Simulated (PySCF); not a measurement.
# C3H4FN (SMILES [H]/N=C(\F)C=C) at 6 levels

Aim: a comparison of 6 runs (HF/3-21G, HF/def2-SVP, PBE0/def2-SVP, wB97X/pcseg-1, MP2/6-311G**, CCSD/6-31G) of C3H4FN. Input form: a Python script.

The results are computed with PySCF 2.14.0.

## Step 1: The structure to begin with

The species is C3H4FN (9 atoms), meant as a singlet with charge 0. As SMILES, `[H]/N=C(\F)C=C`. The coordinates come from a PBE0-D4/def2-TZVP relaxation. This is one conformer, not always the lowest.

Bond lengths: C1–C2 1.328 Å, C2–C3 1.457 Å, C3–N4 1.252 Å, C3–F5 1.351 Å, C1–H6 1.083 Å, C1–H7 1.083 Å, C2–H8 1.083 Å, N4–H9 1.018 Å. Angles: C1–C2–C3 123.8°, C2–C3–N4 124.1°, C2–C3–F5 113.6°, N4–C3–F5 122.3°, C1–C2–H8 122.2°, C3–C2–H8 114.0°, C2–C1–H6 120.9°, C2–C1–H7 121.5°, C3–N4–H9 111.7°, H6–C1–H7 117.6°.

## Step 2: Energy and forces at HF/3-21G (run 1)

File run.py:

```python
import pyscf.grad
from pyscf import gto

mol = gto.Mole()
mol.atom = '''
C     -0.046298     0.289506    -2.959500
C      0.283648    -0.962815    -0.810693
C     -0.037795     0.161194     1.681667
N      0.270987    -1.009303     3.713501
F     -0.710537     2.622751     1.615338
H      0.216752    -0.635326    -4.765889
H     -0.585815     2.263892    -2.973106
H      0.822976    -2.937012    -0.772142
H     -0.046298     0.119809     5.238321
'''
mol.verbose = 3
mol.basis = '3-21g'
mol.charge = 0
mol.spin = 0
mol.unit = 'bohr'
mol.max_memory = 1860
mol.build()

mf = mol.RHF()
mf.conv_tol = 1e-10
mf.kernel()
if not mf.converged:
    mf = mf.newton().run(mf.mo_coeff, mf.mo_occ)

etot = mf.e_tot
print('Final energy', etot)
grad = mf.Gradients().kernel()
mf.analyze()
```

Run with:

```
$ OMP_NUM_THREADS=1 python run.py
```

The log of the run:

```text
converged SCF energy = -268.298603218185
Final energy -268.29860321818524
--------------- RHF gradients ---------------
         x                y                z
0 C    -0.0004540136     0.0018543725    -0.0084185346
1 C    -0.0016613465     0.0057911437     0.0144621160
2 C    -0.0067177892     0.0246397332    -0.0060199860
3 N     0.0057763176    -0.0213102101     0.0101597261
4 F     0.0033715989    -0.0123082259    -0.0008090800
5 H     0.0013360918    -0.0047457289    -0.0072741890
6 H    -0.0022695811     0.0082967835     0.0004260985
7 H     0.0026245978    -0.0096028589    -0.0002323811
8 H    -0.0020058756     0.0073849909    -0.0022937698
----------------------------------------------
**** MO energy ****
MO #1   energy= -26.1878313119121  occ= 2
MO #2   energy= -15.4889422002917  occ= 2
MO #3   energy= -11.3232012194379  occ= 2
MO #4   energy= -11.2022257625263  occ= 2
MO #5   energy= -11.2015167283132  occ= 2
MO #6   energy= -1.6317981090153   occ= 2
MO #7   energy= -1.24723104326338  occ= 2
MO #8   energy= -1.08396691643144  occ= 2
MO #9   energy= -0.891790918746314 occ= 2
MO #10  energy= -0.785314857288246 occ= 2
MO #11  energy= -0.723011935056486 occ= 2
MO #12  energy= -0.718402199039127 occ= 2
MO #13  energy= -0.694239781967791 occ= 2
MO #14  energy= -0.630336794948999 occ= 2
MO #15  energy= -0.595964847704468 occ= 2
MO #16  energy= -0.534441579518553 occ= 2
MO #17  energy= -0.483973958690173 occ= 2
MO #18  energy= -0.454635674571474 occ= 2
MO #19  energy= -0.378155000135469 occ= 2
MO #20  energy= 0.106545366933021  occ= 0
MO #21  energy= 0.275571966943071  occ= 0
MO #22  energy= 0.276316188635022  occ= 0
MO #23  energy= 0.298994096230129  occ= 0
MO #24  energy= 0.310012665060595  occ= 0
MO #25  energy= 0.358752819314939  occ= 0
MO #26  energy= 0.437561520351765  occ= 0
MO #27  energy= 0.542219502853862  occ= 0
MO #28  energy= 0.549315563046643  occ= 0
MO #29  energy= 0.648748486032892  occ= 0
MO #30  energy= 0.917046440678586  occ= 0
MO #31  energy= 0.93640833248103   occ= 0
MO #32  energy= 0.976526079081274  occ= 0
MO #33  energy= 1.01704399537524   occ= 0
MO #34  energy= 1.02084628941052   occ= 0
MO #35  energy= 1.0851015944243    occ= 0
MO #36  energy= 1.08650017794728   occ= 0
MO #37  energy= 1.13574218287131   occ= 0
MO #38  energy= 1.27322690562485   occ= 0
MO #39  energy= 1.28964355863781   occ= 0
MO #40  energy= 1.35569319145835   occ= 0
MO #41  energy= 1.3964425543734    occ= 0
MO #42  energy= 1.46269734062267   occ= 0
MO #43  energy= 1.50941547654559   occ= 0
MO #44  energy= 1.52484673655931   occ= 0
MO #45  energy= 1.67391243916557   occ= 0
MO #46  energy= 1.73918229733513   occ= 0
MO #47  energy= 1.7761791504752    occ= 0
MO #48  energy= 2.06326785129608   occ= 0
MO #49  energy= 2.29813661071875   occ= 0
MO #50  energy= 2.42652189506821   occ= 0
MO #51  energy= 2.46847509296366   occ= 0
MO #52  energy= 3.05758374635335   occ= 0
MO #53  energy= 4.23138582746393   occ= 0
 ** Mulliken atomic charges  **
charge of    0C =     -0.16186
charge of    1C =     -0.12973
charge of    2C =      0.41195
charge of    3N =     -0.38508
charge of    4F =     -0.30082
charge of    5H =      0.11414
charge of    6H =      0.11825
charge of    7H =      0.12608
charge of    8H =      0.20707
Dipole moment(X, Y, Z, Debye): -0.13650,  0.52619, -1.30636
```

Wall time 3.3 s (1 thread of Intel Xeon at 2.70GHz, shared host); peak memory 0.13 GiB.

## Step 3: Energy and gradient at HF/def2-SVP (run 2)

File job.py:

```python
from pyscf import gto, scf

molecule = gto.Mole()
molecule.atom = '''
C     -0.024500     0.153200    -1.566100
C      0.150100    -0.509500    -0.429000
C     -0.020000     0.085300     0.889900
N      0.143400    -0.534100     1.965100
F     -0.376000     1.387900     0.854800
H      0.114700    -0.336200    -2.522000
H     -0.310000     1.198000    -1.573300
H      0.435500    -1.554200    -0.408600
H     -0.024500     0.063400     2.772000
'''
molecule.charge = 0
molecule.max_memory = 1860
molecule.verbose = 4
molecule.spin = 0
molecule.basis = 'def2-svp'
molecule.build()

hf = scf.RHF(molecule)
hf.conv_tol = 1e-10
hf.kernel()
if not hf.converged:
    hf = hf.newton().run(hf.mo_coeff, hf.mo_occ)

e_tot = hf.e_tot
print(f'total energy: {e_tot:.8f} hartree')
grad = hf.nuc_grad_method().kernel()
dip = hf.dip_moment()
pop, q = hf.mulliken_pop()
```

Run with:

```
$ OMP_NUM_THREADS=1 python job.py
```

The log of the run:

```text
PySCF version 2.14.0

[... 67 lines left out ...]
converged SCF energy = -269.582775444793
total energy: -269.58277544 hartree
[... 11 lines left out ...]
Dipole moment(X, Y, Z, Debye): -0.11289,  0.44189, -1.40469
[... 61 lines left out ...]
pop of  4 F 2py           0.96254
pop of  4 F 2pz           1.20841
pop of  4 F 3px           0.73341
pop of  4 F 3py           0.60048
pop of  4 F 3pz           0.73302
pop of  4 F 3dxy          0.00224
pop of  4 F 3dyz          0.00129
pop of  4 F 3dz^2         0.00138
pop of  4 F 3dxz          0.00012
pop of  4 F 3dx2-y2       0.00329
pop of  5 H 1s            0.75139
pop of  5 H 2s            0.14932
pop of  5 H 2px           0.00386
pop of  5 H 2py           0.00669
pop of  5 H 2pz           0.01581
pop of  6 H 1s            0.74727
pop of  6 H 2s            0.14524
pop of  6 H 2px           0.00463
pop of  6 H 2py           0.01890
pop of  6 H 2pz           0.00328
pop of  7 H 1s            0.74989
pop of  7 H 2s            0.14928
pop of  7 H 2px           0.00473
pop of  7 H 2py           0.01885
pop of  7 H 2pz           0.00231
pop of  8 H 1s            0.71740
pop of  8 H 2s            0.09317
pop of  8 H 2px           0.00860
pop of  8 H 2py           0.01584
pop of  8 H 2pz           0.02360
 ** Mulliken atomic charges  **
charge of    0C =      0.00049
charge of    1C =     -0.18353
charge of    2C =      0.38635
charge of    3N =     -0.23422
charge of    4F =     -0.33905
charge of    5H =      0.07294
charge of    6H =      0.08068
charge of    7H =      0.07494
charge of    8H =      0.14139
```

It took 7.5 s on 1 thread of Intel Xeon at 2.70GHz, shared host; peak memory 0.18 GiB.

Runs 3 to 5 aren't shown in full; the table further down has their settings and results.

## Step 4: A single-point energy at CCSD/6-31G (run 6)

File calc.py:

```python
from pyscf import gto, scf, cc

mol = gto.M(
    atom='''
C   -0.024500   0.153200  -1.566100
C    0.150100  -0.509500  -0.429000
C   -0.020000   0.085300   0.889900
N    0.143400  -0.534100   1.965100
F   -0.376000   1.387900   0.854800
H    0.114700  -0.336200  -2.522000
H   -0.310000   1.198000  -1.573300
H    0.435500  -1.554200  -0.408600
H   -0.024500   0.063400   2.772000
''',
    verbose=4,
    spin=0,
    basis='6-31g',
    max_memory=1860,
    charge=0,
)

mf = scf.RHF(mol)
mf.conv_tol = 1e-10
mf.kernel()
if not mf.converged:
    mf = mf.newton().run(mf.mo_coeff, mf.mo_occ)

mycc = cc.CCSD(mf, frozen=5)
mycc.kernel()
energy = mycc.e_tot
print('E = %.10f Eh' % energy)
mf.analyze()
```

Run with:

```
$ OMP_NUM_THREADS=1 python calc.py
```

The log of the run:

```text
PySCF version 2.14.0

[... 80 lines left out ...]
Init t2, MP2 energy = -270.175630083194  E_corr(MP2) -0.491269846844045
[... 21 lines left out ...]
Two-electron Coulomb Energy =          291.216174338595124
[... 7 lines left out ...]
MO #5   energy= -11.2640016346423  occ= 2
[... 5 lines left out ...]
MO #11  energy= -0.732497514827847 occ= 2
[... 5 lines left out ...]
MO #17  energy= -0.490468108166584 occ= 2
[... 5 lines left out ...]
MO #23  energy= 0.25883599295496   occ= 0
[... 5 lines left out ...]
MO #29  energy= 0.572158837105038  occ= 0
[... 5 lines left out ...]
MO #35  energy= 0.858541001817254  occ= 0
[... 5 lines left out ...]
MO #41  energy= 1.12259070590165   occ= 0
[... 5 lines left out ...]
MO #47  energy= 1.4194207517736    occ= 0
[... 5 lines left out ...]
MO #53  energy= 2.58247599486312   occ= 0
[... 26 lines left out ...]
pop of  2 C 3px           0.00187
pop of  2 C 3py           0.02049
pop of  2 C 3pz           0.01476
pop of  3 N 1s            1.99998
pop of  3 N 2s            1.42733
pop of  3 N 3s            0.00909
pop of  3 N 2px           1.22318
pop of  3 N 2py           1.58010
pop of  3 N 2pz           1.14136
pop of  3 N 3px           0.00697
pop of  3 N 3py           0.00797
pop of  3 N 3pz           0.00813
pop of  4 F 1s            1.99999
pop of  4 F 2s            1.84571
pop of  4 F 3s            0.00340
pop of  4 F 2px           1.91296
pop of  4 F 2py           1.58440
pop of  4 F 2pz           1.97139
pop of  4 F 3px           0.00142
pop of  4 F 3py           0.00086
pop of  4 F 3pz           0.00320
pop of  5 H 1s            0.86438
pop of  5 H 2s            0.00971
pop of  6 H 1s            0.85765
pop of  6 H 2s            0.01068
pop of  7 H 1s            0.85159
pop of  7 H 2s            0.01110
pop of  8 H 1s            0.76022
pop of  8 H 2s            0.01654
 ** Mulliken atomic charges  **
charge of    0C =     -0.18071
charge of    1C =     -0.13148
charge of    2C =      0.42152
charge of    3N =     -0.40412
charge of    4F =     -0.32333
charge of    5H =      0.12591
charge of    6H =      0.13166
charge of    7H =      0.13731
charge of    8H =      0.22324
Dipole moment(X, Y, Z, Debye): -0.11289,  0.44302, -1.46031
```

Run time: 3.6 s. Hardware: 1 thread of Intel Xeon at 2.70GHz, shared host; peak memory 0.17 GiB.

## Step 5: All runs side by side

```tsv
run	level	integration grid	frozen core orbitals	energy (Eh)	dipole moment (D) of the reference	HOMO energy (eV)	LUMO energy (eV)	wall time
1	HF/3-21G	–	–	-268.298603	1.41	-10.29	2.90	3.3 s
2	HF/def2-SVP	–	–	-269.582775	1.48	-10.43	2.66	7.5 s
3	PBE0/def2-SVP	5	–	-270.786881	1.21	-7.98	-1.28	35 s
4	wB97X/pcseg-1	5	–	-271.166528	1.37	-10.42	0.76	59 s
5	MP2/6-311G**	–	5	-270.646234	1.55	-10.40	2.65	31 s
6	CCSD/6-31G	–	5	-270.206245	1.53	-10.35	2.64	3.6 s
```

## Step 6: Outcome

```
                                          quantity          value
                               run 6: total energy  -270.20625 Eh
       run 6: dipole moment (Hartree–Fock density)         1.53 D
        run 6: HOMO energy (Hartree–Fock orbitals)      -10.35 eV
        run 6: LUMO energy (Hartree–Fock orbitals)        2.64 eV
      run 6: HOMO–LUMO gap (Hartree–Fock orbitals)       12.99 eV
run 6: correlation energy (5 core orbitals frozen)     -521.9 mEh
                              run 6: T1 diagnostic          0.013
```

Over runs 1, 2, 3, 4 the dipole moment (its size) runs from 1.21 D (PBE0/def2-SVP) to 1.48 D (HF/def2-SVP). Over runs 1, 2, 3, 4 the HOMO–LUMO gap runs from 6.71 eV (PBE0/def2-SVP) to 13.19 eV (HF/3-21G). The two ends differ in method and basis. Totals of different functionals can't be ranked against each other. All runs together took 2.3 min, the longest 59 s.
